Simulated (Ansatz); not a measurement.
# AlH₃NSi−: single points off equilibrium

The task here is to estimate one member of a computed series from the others.

The runs use Ansatz 0.2.0, Gaussian basis; single points in def2-TZVPPD.

Cores are frozen in the correlated methods.

**Where the work starts**

6 atoms, charge -1, spin multiplicity 1.

Atoms are counted from 1 here; the program's logs count them from 0.

Bond lengths: N1–Al2 1.932 Å, N1–Si3 1.715 Å, N1–H4 1.004 Å, Al2–Si3 2.434 Å, Si3–H6 1.629 Å. Angles: Al2–N1–Si3 83.5°, Al2–N1–H4 153.5°, Si3–N1–H4 123.0°, N1–Al2–Si3 44.4°, N1–Si3–Al2 52.0°, N1–Si3–H6 98.4°, Al2–Si3–H6 146.4°.

Coordinates:

```xyz
6
charge -1, multiplicity 1
N    -0.43760   -0.32820   -0.14410
Al    0.36170    1.30450   -0.79750
Si   -0.18710    0.39310    1.39210
H    -0.85510   -1.23360   -0.26190
H     1.49570    0.92490   -2.44740
H    -0.32190   -0.94600    2.30960
```

Set-up of the first run:

File run/in.yaml:

```yaml
crystal:
  periodic: [false, false, false]
  atoms:
    - {symbol: N, position_ang: [-0.437600, -0.328200, -0.144100]}
    - {symbol: Al, position_ang: [0.361700, 1.304500, -0.797500]}
    - {symbol: Si, position_ang: [-0.187100, 0.393100, 1.392100]}
    - {symbol: H, position_ang: [-0.855100, -1.233600, -0.261900]}
    - {symbol: H, position_ang: [1.495700, 0.924900, -2.447400]}
    - {symbol: H, position_ang: [-0.321900, -0.946000, 2.309600]}
basis:
  gaussian: {orbitals: "def2-TZVPPD.json"}
total_charge: -1
correlation: {method: ccsd_t}
output: {forces: true}
```

The basis file named in the input lies beside it (Basis Set Exchange, JSON).

The command line of these runs was not kept.

Among the steps run: CCSD(T)/def2-TZVPPD; PBE0-D4/def2-TZVPPD; wB97M-V/def2-TZVPPD; r2SCAN-D4/def2-TZVPPD; PBE-D4/def2-TZVPPD; CAM-B3LYP-D4/def2-TZVPPD; SPW92/def2-TZVPPD.

One table of the session follows, with a row left open; its other results are not shown here.

```
      method  RMS force component (eV/Å)  angle to CCSD(T) forces (°)
     CCSD(T)                       1.029                    reference
     PBE0-D4                       0.917                          8.2
     wB97M-V                       0.992                          8.6
   r2SCAN-D4                       0.916                          7.5
      PBE-D4                       0.903                         10.2
CAM-B3LYP-D4                       0.996                         12.0
       SPW92                           ?                            ?
```

**Question.** Estimate the row for SPW92.

As computed: RMS force component (eV/Å): 0.891; angle to CCSD(T) forces (°): 18.0. In the column «RMS force component (eV/Å)» it is the lowest.

To keep in mind: The anion's highest level is positive in at least one run, so there the basis alone may hold the extra electron.
